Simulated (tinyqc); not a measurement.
CCD on RHF in the sto-3g basis, frozen core, for H3O+, spin multiplicity 1, step by step (part 2 of 2). Computed by tinyqc, a small Python program that keeps every step (integrals from PySCF). Command: `OMP_NUM_THREADS=1 python tinyqc.py 24703 24704 out.jsonl` (the two numbers bound the seeds that draw the settings). One thread of a shared host (Intel(R) Xeon(R) Processor @ 2.60GHz), about 0.1 s of CPU time with the checks.

Geometry (angstrom):
```
atom          x          y         z
O      0.000000   0.000000  0.117000
H      0.923000   0.000000  0.000000
H     -0.461000   0.799000  0.000000
H     -0.461000  -0.799000  0.000000
```

## Integrals over molecular orbitals

coefficients C:
```
              MO1        MO2        MO3        MO4        MO5        MO6        MO7        MO8
1O 1s    0.993827  -0.240866   0.000000  -0.000033  -0.026248  -0.172605  -0.000236   0.000000
1O 2s    0.029108   0.866633   0.000000   0.000204   0.128609   1.182489   0.001929   0.000000
1O 2px  -0.000003  -0.000119   0.000000   0.708288  -0.000064   0.001110  -0.971121   0.000000
1O 2py   0.000000   0.000000   0.708222   0.000000   0.000000   0.000000   0.000000   0.971597
1O 2pz  -0.001311  -0.054306   0.000000   0.000061   0.990972  -0.161413  -0.000265   0.000000
2H 1s   -0.005505   0.098087   0.000000   0.384358  -0.032685  -0.684143   1.043802   0.000000
3H 1s   -0.005512   0.098211   0.332773  -0.192083  -0.032666  -0.682732  -0.523278  -0.905085
4H 1s   -0.005512   0.098211  -0.332773  -0.192083  -0.032666  -0.682732  -0.523278   0.905085
```

core Hamiltonian H = T + V (hartree), lower triangle:
```
             1O 1s      1O 2s     1O 2px     1O 2py     1O 2pz      2H 1s      3H 1s      4H 1s
1O 1s   -33.322232
1O 2s    -7.755139  -9.923985
1O 2px    0.000011   0.000082  -8.193151
1O 2py    0.000000   0.000000   0.000000  -8.193443
1O 2pz    0.006206   0.072216  -0.000022   0.000000  -8.003043
2H 1s    -1.897699  -4.125552  -2.791259   0.000000   0.375513  -5.493494
3H 1s    -1.900124  -4.129117   1.395737  -2.419093   0.375941  -1.564747  -5.495661
4H 1s    -1.900124  -4.129117   1.395737   2.419093   0.375941  -1.564747  -1.565273  -5.495661
```

Given earlier and not repeated: Two-electron integrals (ij|kl) in chemists' order.

(pq|rs) = sum C_ip C_jq C_kr C_ls (ij|kl), one index at a time.

one-electron integrals over orbitals h = C^T H C (hartree), lower triangle:
```
            1          2          3          4          5          6          7          8
1  -33.303633
2    0.574660  -8.278327
3    0.000000   0.000000  -7.260632
4    0.000083   0.000079   0.000000  -7.260096
5    0.059341  -0.050582   0.000000  -0.000090  -7.982181
6    0.391533  -1.458076   0.000000  -0.002688   0.212227  -5.102546
7    0.000538  -0.002120   0.000000   1.733368   0.000160   0.000556  -5.664394
8    0.000000   0.000000  -1.733395   0.000000   0.000000   0.000000   0.000000  -5.664806
```

Two-electron integrals over orbitals (pq|rs), unique and non-zero (hartree); the lowest 1 orbital is frozen and left out:
```
(22|22) 0.723892    (32|32) 0.144192    (33|22) 0.671301    (33|33) 0.687445
(42|22) -0.000064   (42|33) -0.034449   (42|42) 0.144141    (43|32) -0.034437
(43|43) 0.042987    (44|22) 0.671239    (44|33) 0.601379    (44|42) 0.034493
(44|44) 0.687416    (52|22) -0.013161   (52|33) 0.000667    (52|42) -5.59e-07
(52|44) 0.000667    (52|52) 0.149856    (53|32) 0.002719    (53|43) 0.001399
(53|53) 0.034881    (54|22) 0.000006    (54|33) 0.001405    (54|42) 0.002720
(54|44) -0.001391   (54|52) 0.000016    (54|54) 0.034878    (55|22) 0.754889
(55|33) 0.672872    (55|42) -4.72e-06   (55|44) 0.672842    (55|52) 0.034033
(55|54) 0.000017    (55|55) 0.881083    (62|22) 0.136520    (62|33) 0.100899
(62|42) 0.000078    (62|44) 0.100897    (62|52) -0.011312   (62|54) 0.000011
(62|55) 0.168029    (62|62) 0.076474    (63|32) -0.010967   (63|43) 0.024274
(63|53) 0.002581    (63|63) 0.052067    (64|22) 0.000263    (64|33) 0.024485
(64|42) -0.011007   (64|44) -0.024088   (64|52) 0.000018    (64|54) 0.002587
(64|55) 0.000296    (64|62) 0.000159    (64|64) 0.052171    (65|22) -0.028673
(65|33) -0.014943   (65|42) 0.000021    (65|44) -0.014930   (65|52) 0.070566
(65|54) 0.000042    (65|55) -0.015365   (65|62) -0.020006   (65|64) -0.000022
(65|65) 0.042683    (66|22) 0.524712    (66|33) 0.512698    (66|42) 0.000244
(66|44) 0.512869    (66|52) -0.024230   (66|54) -0.000009   (66|55) 0.523037
(66|62) 0.047257    (66|64) -0.000025   (66|65) -0.018005   (66|66) 0.465539
(72|22) 0.000210    (72|33) -0.013327   (72|42) -0.047229   (72|44) 0.013599
(72|52) -0.000007   (72|54) -0.007298   (72|55) 0.000244    (72|62) 0.000056
(72|64) -0.037927   (72|65) -0.000031   (72|66) 0.000048    (72|72) 0.052276
(73|32) -0.042738   (73|43) 0.004880    (73|53) 0.001655    (73|63) 0.024170
(73|73) 0.034649    (74|22) -0.159542   (74|33) -0.131882   (74|42) 0.042705
(74|44) -0.122175   (74|52) -0.014090   (74|54) -0.001659   (74|55) -0.186640
(74|62) -0.085249   (74|64) -0.024294   (74|65) 0.008892    (74|66) -0.046233
(74|72) -0.000537   (74|74) 0.142518    (75|22) -0.000020   (75|33) 0.004373
(75|42) -0.015397   (75|44) -0.004403   (75|52) 0.000099    (75|54) -0.023028
(75|55) -3.14e-06   (75|62) -0.000029   (75|64) 0.004540    (75|65) 0.000029
(75|66) -0.000049   (75|72) 0.004758    (75|74) -0.005596   (75|75) 0.021568
(76|22) 9.26e-07    (76|33) 0.042495    (76|42) -0.105393   (76|44) -0.042640
(76|52) -0.000029   (76|54) 0.003363    (76|55) -0.000041   (76|62) -0.000049
(76|64) 0.046686    (76|65) -0.000031   (76|66) -0.000307   (76|72) 0.004267
(76|74) -0.051623   (76|75) 0.012584    (76|76) 0.123829    (77|22) 0.589393
(77|33) 0.538567    (77|42) 0.031006    (77|44) 0.611307    (77|52) 0.000400
(77|54) -0.003758   (77|55) 0.590818    (77|62) 0.072564    (77|64) -0.040568
(77|65) -0.008742   (77|66) 0.491857    (77|72) 0.023028    (77|74) -0.070041
(77|75) -0.004797   (77|76) -0.058600   (77|77) 0.589067    (82|32) 0.047195
(82|43) 0.013474    (82|53) 0.007299    (82|63) 0.037931    (82|73) -0.000314
(82|82) 0.052274    (83|22) 0.159499    (83|33) 0.122176    (83|42) 0.042704
(83|44) 0.131916    (83|52) 0.014093    (83|54) -0.001645   (83|55) 0.186635
(83|62) 0.085269    (83|64) -0.024008   (83|65) -0.008876   (83|66) 0.046472
(83|72) -0.000247   (83|74) -0.076214   (83|75) -0.005610   (83|76) -0.051719
(83|77) 0.103992    (83|83) 0.142550    (84|32) 0.042720    (84|43) -0.004843
(84|53) -0.001649   (84|63) -0.024093   (84|73) -0.031801   (84|82) 0.000371
(84|84) 0.034579    (85|32) 0.015402    (85|43) -0.004380   (85|53) 0.023030
(85|63) -0.004529   (85|73) -0.005610   (85|82) 0.004759    (85|84) 0.005605
(85|85) 0.021573    (86|32) 0.105367    (86|43) -0.042427   (86|53) -0.003352
(86|63) -0.046498   (86|73) -0.051713   (86|82) 0.004303    (86|84) 0.051645
(86|85) 0.012574    (86|86) 0.123568    (87|32) 0.031411    (87|43) -0.036505
(87|53) -0.003769   (87|63) -0.040819   (87|73) -0.017212   (87|82) -0.022899
(87|84) 0.017148    (87|85) 0.004835    (87|86) 0.058862    (87|87) 0.048088
(88|22) 0.589504    (88|33) 0.611473    (88|42) -0.031258   (88|44) 0.538493
(88|52) 0.000406    (88|54) 0.003772    (88|55) 0.590916    (88|62) 0.072625
(88|64) 0.040936    (88|65) -0.008760   (88|66) 0.491615    (88|72) -0.022800
(88|74) -0.104116   (88|75) 0.004814    (88|76) 0.058782    (88|77) 0.493575
(88|83) 0.069960    (88|88) 0.589407
```

## CCD: starting amplitudes

orbital energies (hartree): MO1 -20.859075, MO2 -1.806398, MO3 -1.147746, MO4 -1.147441, MO5 -0.921451, MO6 0.131926, MO7 0.345132, MO8 0.345780

t_ij^ab = <ij||ab> / (e_i + e_j - e_a - e_b), whose energy is MP2.

Starting amplitudes (spin orbitals 1a, 1b, ...; amplitudes related by a flip of all spins are not repeated; the 24 largest):
```
from      to          t
4a 4b  7a 7b  -0.047742
3a 3b  8a 8b  -0.047723
3a 4b  7b 8a  -0.025523
2a 4b  6a 7b   0.024847
2a 3b  6a 8b  -0.024846
4a 4b  6a 6b  -0.020389
3a 3b  6a 6b  -0.020344
5a 5b  6a 6b  -0.020260
2a 2b  6a 6b  -0.019727
3a 4a  7a 8a  -0.014873
2a 3a  6a 8a  -0.013794
2a 4a  6a 7a   0.013793
2a 2b  7a 7b  -0.012148
2a 2b  8a 8b  -0.012144
3a 3b  7a 7b  -0.011605
4a 4b  8a 8b  -0.011579
2a 4b  6b 7a  -0.011055
2a 3b  6b 8a   0.011053
3a 4b  7a 8b   0.010650
4a 4b  6a 7b   0.008764
3a 3b  6a 7b  -0.008717
3a 4b  6a 8b   0.008689
3a 4b  6b 8a  -0.008658
5a 5b  7a 7b  -0.008514
```

correlation energy = -0.04144689 hartree

## CCD: amplitude update 1

t_ij^ab D_ij^ab are set to the remaining terms of the spin-orbital equations, evaluated with the old amplitudes; for the doubles these are <ij||ab> + 1/2 <ab||ef> t_ij^ef + 1/2 <mn||ij> t_mn^ab + P(ij)P(ab) <mb||ej> t_im^ae + terms in t^2, D the orbital-energy denominators.

Amplitudes after update 1 (spin orbitals 1a, 1b, ...; amplitudes related by a flip of all spins are not repeated; the 24 largest):
```
from      to          t
4a 4b  7a 7b  -0.058926
3a 3b  8a 8b  -0.058897
3a 4b  7b 8a  -0.029923
2a 4b  6a 7b   0.029808
2a 3b  6a 8b  -0.029805
4a 4b  6a 6b  -0.025842
3a 3b  6a 6b  -0.025780
5a 5b  6a 6b  -0.023726
2a 2b  6a 6b  -0.021098
2a 4b  6b 7a  -0.015762
2a 3b  6b 8a   0.015757
3a 4b  7a 8b   0.015681
3a 4a  7a 8a  -0.014242
2a 3a  6a 8a  -0.014049
2a 4a  6a 7a   0.014046
2a 2b  7a 7b  -0.013573
2a 2b  8a 8b  -0.013571
3a 3b  7a 7b  -0.013366
4a 4b  8a 8b  -0.013331
4a 4b  6a 7b   0.011665
3a 3b  6a 7b  -0.011608
3a 4b  6a 8b   0.011566
3a 4b  6b 8a  -0.011535
5a 5b  7a 7b  -0.008633
```

correlation energy = -0.04981791 hartree

## CCD: amplitude update 2

As before.

Amplitudes after update 2 (spin orbitals 1a, 1b, ...; amplitudes related by a flip of all spins are not repeated; the 24 largest):
```
from      to          t
4a 4b  7a 7b  -0.062205
3a 3b  8a 8b  -0.062173
2a 4b  6a 7b   0.030876
2a 3b  6a 8b  -0.030872
3a 4b  7b 8a  -0.030871
4a 4b  6a 6b  -0.027540
3a 3b  6a 6b  -0.027474
5a 5b  6a 6b  -0.024572
2a 2b  6a 6b  -0.021370
3a 4b  7a 8b   0.017808
2a 4b  6b 7a  -0.017379
2a 3b  6b 8a   0.017372
2a 2b  7a 7b  -0.013811
2a 2b  8a 8b  -0.013809
3a 3b  7a 7b  -0.013573
4a 4b  8a 8b  -0.013536
2a 3a  6a 8a  -0.013501
2a 4a  6a 7a   0.013497
3a 4a  7a 8a  -0.013064
4a 4b  6a 7b   0.012523
3a 3b  6a 7b  -0.012464
3a 4b  6a 8b   0.012416
3a 4b  6b 8a  -0.012387
2a 5b  6a 6b   0.009171
```

correlation energy = -0.05189430 hartree

## CCD: amplitude update 3

As before.

Amplitudes after update 3 (spin orbitals 1a, 1b, ...; amplitudes related by a flip of all spins are not repeated; the 24 largest):
```
from      to          t
4a 4b  7a 7b  -0.063306
3a 3b  8a 8b  -0.063272
2a 4b  6a 7b   0.031151
2a 3b  6a 8b  -0.031147
3a 4b  7b 8a  -0.031140
4a 4b  6a 6b  -0.028051
3a 3b  6a 6b  -0.027983
5a 5b  6a 6b  -0.024828
2a 2b  6a 6b  -0.021506
3a 4b  7a 8b   0.018669
2a 4b  6b 7a  -0.017945
2a 3b  6b 8a   0.017937
2a 2b  7a 7b  -0.013855
2a 2b  8a 8b  -0.013854
3a 3b  7a 7b  -0.013544
4a 4b  8a 8b  -0.013506
2a 3a  6a 8a  -0.013209
2a 4a  6a 7a   0.013205
4a 4b  6a 7b   0.012761
3a 3b  6a 7b  -0.012700
3a 4b  6a 8b   0.012650
3a 4b  6b 8a  -0.012623
3a 4a  7a 8a  -0.012472
2a 5b  6a 6b   0.009355
```

correlation energy = -0.05250169 hartree

## CCD: convergence

E_corr = 1/4 sum <ij||ab> t_ij^ab; stop when the norm of the change is below 1e-8.

Course of the amplitude iterations:
```
update  correlation energy (hartree)  norm of the change
0                        -0.04144689                   -
1                        -0.04981791            5.28e-02
2                        -0.05189430            1.64e-02
3                        -0.05250169            5.74e-03
4                        -0.05269914            2.12e-03
5                        -0.05276732            8.08e-04
6                        -0.05279171            3.17e-04
7                        -0.05280065            1.27e-04
8                        -0.05280399            5.19e-05
9                        -0.05280526            2.14e-05
10                       -0.05280575            8.92e-06
11                       -0.05280594            3.73e-06
12                       -0.05280601            1.57e-06
13                       -0.05280604            6.61e-07
14                       -0.05280605            2.79e-07
15                       -0.05280606            1.18e-07
16                       -0.05280606            4.97e-08
17                       -0.05280606            2.10e-08
18                       -0.05280606            8.88e-09
```

Converged amplitudes (spin orbitals 1a, 1b, ...; amplitudes related by a flip of all spins are not repeated; the 24 largest):
```
from      to          t
4a 4b  7a 7b  -0.063954
3a 3b  8a 8b  -0.063919
3a 4b  7b 8a  -0.031295
2a 4b  6a 7b   0.031275
2a 3b  6a 8b  -0.031271
4a 4b  6a 6b  -0.028235
3a 3b  6a 6b  -0.028167
5a 5b  6a 6b  -0.024969
2a 2b  6a 6b  -0.021641
3a 4b  7a 8b   0.019244
2a 4b  6b 7a  -0.018274
2a 3b  6b 8a   0.018266
2a 2b  7a 7b  -0.013861
2a 2b  8a 8b  -0.013860
3a 3b  7a 7b  -0.013462
4a 4b  8a 8b  -0.013424
2a 3a  6a 8a  -0.013005
2a 4a  6a 7a   0.013000
4a 4b  6a 7b   0.012826
3a 3b  6a 7b  -0.012765
3a 4b  6a 8b   0.012714
3a 4b  6b 8a  -0.012687
3a 4a  7a 8a  -0.012051
2a 5b  6a 6b   0.009468
```

CCD total energy = -75.37055072 hartree

Converged in 18 updates.
